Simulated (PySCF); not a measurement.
**1-propanol, C3H8O**

Geometry:
| atom | x (Å) | y (Å) | z (Å) |
| --- | --- | --- | --- |
| C1 | -1.514 | 0.153 | 0.073 |
| C2 | -0.114 | 0.198 | -0.516 |
| C3 | 0.921 | -0.406 | 0.412 |
| O4 | 2.221 | -0.425 | -0.138 |
| H5 | -1.825 | -0.876 | 0.272 |
| H6 | -1.565 | 0.702 | 1.017 |
| H7 | -2.246 | 0.594 | -0.606 |
| H8 | -0.082 | -0.335 | -1.471 |
| H9 | 0.163 | 1.238 | -0.729 |
| H10 | 0.909 | 0.124 | 1.376 |
| H11 | 0.672 | -1.450 | 0.619 |
| H12 | 2.469 | 0.478 | -0.350 |

Method used: quadratic response CAM-B3LYP/def2-TZVPD first hyperpolarisability, Taylor convention, gas phase (PySCF 2.14.0). Geometry: PBE0-D3(BJ)/def2-TZVP.

(1) Give the tensor of the static β(0;0,0) in the axes of these coordinates.

## Answers

(1) In au, Taylor convention; rows are the first index (the induced dipole):
```tsv
	xx	yy	zz	xy	xz	yz
x	+39.1	+6.6	+12.6	-10.6	-7.3	+1.6
y	-10.6	-2.4	-9.6	+6.6	+1.6	-2.8
z	-7.3	-2.8	-11.8	+1.6	+12.6	-9.6
```
Norm of βᵢ = ⅓ Σⱼ (βᵢⱼⱼ + βⱼᵢⱼ + βⱼⱼᵢ): 66.2 au, hyper-Rayleigh value 25.1 au.
